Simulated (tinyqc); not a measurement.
Worked calculation (part 2 of 2): RKS/LDA (PW92) in the sto-6g basis, for H2O, spin multiplicity 1. Computed by tinyqc, a small Python program that keeps every step (integrals from PySCF). Command: `OMP_NUM_THREADS=1 python tinyqc.py 26450 26451 out.jsonl` (the two numbers bound the seeds that draw the settings). One thread of a shared host (Intel(R) Xeon(R) Processor @ 2.60GHz), about 0.8 s of CPU time with the checks.

Geometry (angstrom):
```
atom         x          y         z
O     0.000000   0.000000  0.000000
H     0.000000   0.889000  0.772000
H     0.000000  -0.889000  0.772000
```

## Iteration 2: diagonalisation and new density

extrapolated F (hartree), lower triangle:
```
             1O 1s      1O 2s    1O 2px     1O 2py     1O 2pz      2H 1s      3H 1s
1O 1s   -18.271385
1O 2s    -4.523153  -1.668798
1O 2px    0.000000   0.000000  0.072453
1O 2py    0.000000   0.000000  0.000000  -0.015066
1O 2pz   -0.017414  -0.131044  0.000000   0.000000   0.003244
2H 1s    -0.652532  -0.482320  0.000000  -0.170437  -0.178368  -0.280255
3H 1s    -0.652532  -0.482320  0.000000   0.170437  -0.178368  -0.161804  -0.280255
```

X, lower triangle:
```
            1O 1s      1O 2s    1O 2px     1O 2py     1O 2pz      2H 1s     3H 1s
1O 1s    1.022097
1O 2s   -0.130077   1.124301
1O 2px   0.000000   0.000000  1.000000
1O 2py   0.000000   0.000000  0.000000   1.053266
1O 2pz  -0.006022   0.059716  0.000000   0.000000   1.034475
2H 1s    0.015776  -0.190848  0.000000  -0.147094  -0.110579   1.101143
3H 1s    0.015776  -0.190848  0.000000   0.147094  -0.110579  -0.058697  1.101143
```

Diagonalise F' = X^T F X, C = X C', fill 5 alpha and 5 beta electrons from the bottom; D = 2 C_occ C_occ^T. Each column has its largest component positive (the first on a tie).

F' = X^T F X (hartree), lower triangle:
```
            1          2         3          4          5          6          7
1  -17.951560
2   -2.382082  -0.787830
3    0.000000   0.000000  0.072453
4    0.000000   0.000000  0.000000   0.083783
5   -0.026617  -0.046147  0.000000   0.000000   0.065944
6   -0.077321  -0.218146  0.000000  -0.193042  -0.152398  -0.093985
7   -0.077321  -0.218146  0.000000   0.193042  -0.152398  -0.050298  -0.093985
```

orbital energies (hartree): MO1 -18.277331, MO2 -0.665945, MO3 -0.260295, MO4 -0.100987, MO5 0.072453, MO6 0.226533, MO7 0.300392

coefficients C:
```
              MO1        MO2        MO3        MO4       MO5        MO6        MO7
1O 1s    0.995289  -0.212115   0.000000  -0.146682  0.000000  -0.070894   0.000000
1O 2s    0.020884   0.790970   0.000000   0.727783  0.000000   0.449050   0.000000
1O 2px   0.000000   0.000000   0.000000   0.000000  1.000000   0.000000   0.000000
1O 2py   0.000000   0.000000   0.491701   0.000000  0.000000   0.000000   0.954397
1O 2pz   0.002743   0.177305   0.000000  -0.510544  0.000000   0.897829   0.000000
2H 1s   -0.004245   0.218441   0.551041  -0.462690  0.000000  -0.574830  -0.624983
3H 1s   -0.004245   0.218441  -0.551041  -0.462690  0.000000  -0.574830   0.624983
```

D after iteration 2, lower triangle:
```
            1O 1s      1O 2s    1O 2px     1O 2py    1O 2pz      2H 1s     3H 1s
1O 1s    2.114219
1O 2s   -0.507488   2.311477
1O 2px   0.000000   0.000000  2.000000
1O 2py   0.000000   0.000000  0.000000   0.483539
1O 2pz   0.080018  -0.462530  0.000000   0.000000  0.584200
2H 1s    0.034617  -0.328093  0.000000   0.541895  0.549885   1.130926
3H 1s    0.034617  -0.328093  0.000000  -0.541895  0.549885  -0.083660  1.130926
```

## Iteration 7 (converged): orbitals

converged F (hartree), lower triangle:
```
             1O 1s      1O 2s     1O 2px     1O 2py     1O 2pz      2H 1s      3H 1s
1O 1s   -18.538555
1O 2s    -4.578830  -1.808331
1O 2px    0.000000   0.000000  -0.062899
1O 2py    0.000000   0.000000   0.000000  -0.156068
1O 2pz   -0.016449  -0.112321   0.000000   0.000000  -0.139007
2H 1s    -0.660565  -0.507130   0.000000  -0.182063  -0.183168  -0.268468
3H 1s    -0.660565  -0.507130   0.000000   0.182063  -0.183168  -0.164889  -0.268468
```

As before.

F' = X^T F X (hartree), lower triangle:
```
            1          2          3          4          5          6          7
1  -18.218521
2   -2.390257  -0.929102
3    0.000000   0.000000  -0.062899
4    0.000000   0.000000   0.000000  -0.064791
5   -0.027088  -0.033179   0.000000   0.000000  -0.081408
6   -0.078890  -0.223594   0.000000  -0.188440  -0.147240  -0.073389
7   -0.078890  -0.223594   0.000000   0.188440  -0.147240  -0.051542  -0.073389
```

orbital energies (hartree): MO1 -18.544219, MO2 -0.768217, MO3 -0.310677, MO4 -0.197955, MO5 -0.062899, MO6 0.156430, MO7 0.224038

coefficients C:
```
              MO1        MO2        MO3        MO4       MO5        MO6        MO7
1O 1s    0.995423  -0.226877   0.000000   0.111094  0.000000  -0.086332   0.000000
1O 2s    0.020307   0.871292   0.000000  -0.554289  0.000000   0.539059   0.000000
1O 2px   0.000000   0.000000   0.000000   0.000000  1.000000   0.000000   0.000000
1O 2py   0.000000   0.000000   0.633038   0.000000  0.000000   0.000000   0.867126
1O 2pz   0.002619   0.162615   0.000000   0.693284  0.000000   0.768832   0.000000
2H 1s   -0.004113   0.152953   0.448038   0.354526  0.000000  -0.665692  -0.702504
3H 1s   -0.004113   0.152953  -0.448038   0.354526  0.000000  -0.665692   0.702504
```

D after iteration 7, lower triangle:
```
            1O 1s      1O 2s    1O 2px     1O 2py    1O 2pz      2H 1s     3H 1s
1O 1s    2.109364
1O 2s   -0.478081   2.133598
1O 2px   0.000000   0.000000  2.000000
1O 2py   0.000000   0.000000  0.000000   0.801473
1O 2pz   0.085467  -0.485083  0.000000   0.000000  1.014187
2H 1s    0.001179  -0.126653  0.000000   0.567250  0.541298   0.699677
3H 1s    0.001179  -0.126653  0.000000  -0.567250  0.541298  -0.103276  0.699677
```

## Convergence

Stop when the energy changes by less than 1e-09 hartree and every element of the error matrix X^T (F D S - S D F) X is below 9e-06.

Course of the cycle:
```
iteration   E (hartree)     change  largest element of the error matrix
1          -75.83192487          -                             8.35e-01
2          -75.38550567   4.46e-01                             2.21e-01
3          -75.28220179   1.03e-01                             3.39e-01
4          -75.44998874  -1.68e-01                             3.18e-03
5          -75.45000642  -1.77e-05                             1.67e-04
6          -75.45000647  -4.51e-08                             1.87e-05
7          -75.45000647  -3.49e-10                             1.94e-06
```

PySCF RKS in the same basis, fine grid = -75.43014999 hartree

Converged in 7 iterations. The coarse grid moves the energy by -1.99e-02 hartree.

## Populations, bond orders and dipole

overlap S, lower triangle:
```
           1O 1s     1O 2s    1O 2px     1O 2py    1O 2pz     2H 1s     3H 1s
1O 1s   1.000000
1O 2s   0.231145  1.000000
1O 2px  0.000000  0.000000  1.000000
1O 2py  0.000000  0.000000  0.000000   1.000000
1O 2pz  0.000000  0.000000  0.000000   0.000000  1.000000
2H 1s   0.033367  0.345088  0.000000   0.234450  0.203595  1.000000
3H 1s   0.033367  0.345088  0.000000  -0.234450  0.203595  0.169865  1.000000
```

Mulliken: Z minus the diagonal of D S on the atom; Loewdin: the same with S^(1/2) D S^(1/2); Mayer order: 2 sum_s sum (D(s) S)_ij (D(s) S)_ji over the two atoms.

Charges (e):
```
atom   Mulliken    Loewdin
1O    -0.236672  -0.179712
2H     0.118336   0.089856
3H     0.118336   0.089856
```

Mayer bond orders:
```
pair     order
2-1   0.983408
3-1   0.983408
3-2   0.002589
```

dipole moment about the origin, x y z (debye): 0.000000  0.000000  1.445452
